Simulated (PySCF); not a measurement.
Molfile (atoms numbered from 1):
```
C2H2FO3
     RDKit          3D

  8  7  0  0  0  0  0  0  0  0999 V2000
    1.1120    1.0179   -1.0692 O   0  0  0  0  0  0  0  0  0  0  0  0
    1.3936    0.3383   -0.0859 C   0  0  0  0  0  0  0  0  0  0  0  0
    2.3939    0.1640    0.5875 O   0  0  0  0  0  0  0  0  0  0  0  0
    0.2590   -0.5153    0.4233 O   0  0  0  0  0  0  0  0  0  0  0  0
   -0.9429   -0.3345   -0.1366 C   0  0  0  0  0  0  0  0  0  0  0  0
   -1.7678    0.4933    0.6372 F   0  0  0  0  0  0  0  0  0  0  0  0
   -1.4813   -1.3042   -0.1956 H   0  0  0  0  0  0  0  0  0  0  0  0
   -0.8535    0.1498   -1.1254 H   0  0  0  0  0  0  0  0  0  0  0  0
  1  2  2  0
  2  3  1  0
  2  4  1  0
  4  5  1  0
  5  6  1  0
  5  7  1  0
  5  8  1  0
M  CHG  1   3  -1
M  END
```

Geometry: PBE0-D3(BJ)/def2-SVP; GIAO shifts from PySCF 2.14.0 with density-fitted response routines, gas phase, non-relativistic, averaged over equivalent atoms.

At PBE0/pcSseg-1 (112 basis functions, 7.1 s wall time on 1 thread of an x86-64 server CPU, shared host):
```
atoms  δ (ppm)
O1/O3    223.8
   O4    215.5
   C2    151.1
   C5    100.5
   F6   -156.9
H7/H8     5.63
```

Shifts are taken against calculated references (same method and geometry level): 17O (σref 334.56) against H2O; TMS for 13C (σref 184.41), 1H (σref 31.27); 19F (σref 177.25) vs CFCl3.

**Question.** Estimate the result of repeating the calculation with wB97X-D/pcSseg-2.

**Answer.** 
| atoms | δ at wB97X-D/pcSseg-2 | change |
| --- | --- | --- |
| O1/O3 | 215.1 | -8.7 |
| O4 | 212.5 | -3.0 |
| C2 | 156.3 | +5.2 |
| C5 | 103.8 | +3.3 |
| F6 | -151.4 | +5.5 |
| H7/H8 | 5.74 | +0.11 |

Referencing at the same level of theory: H2O for 17O (σ = 326.83 ppm); 13C (σ = 184.42 ppm), 1H (σ = 31.36 ppm) vs TMS; 19F (σ = 186.42 ppm) vs CFCl3.

The largest change is at O1/O3 (carboxylate oxygen). Cost: 244 basis functions, 30 s wall time on 1 thread of an x86-64 server CPU, shared host.

Unscaled 19F shifts against computed CFCl3 carry errors that often reach 10 to 50 ppm. Experimental scales use liquid or dissolved standards, which lie at an offset from isolated H2O (liquid H2O: subtract about 36 ppm).
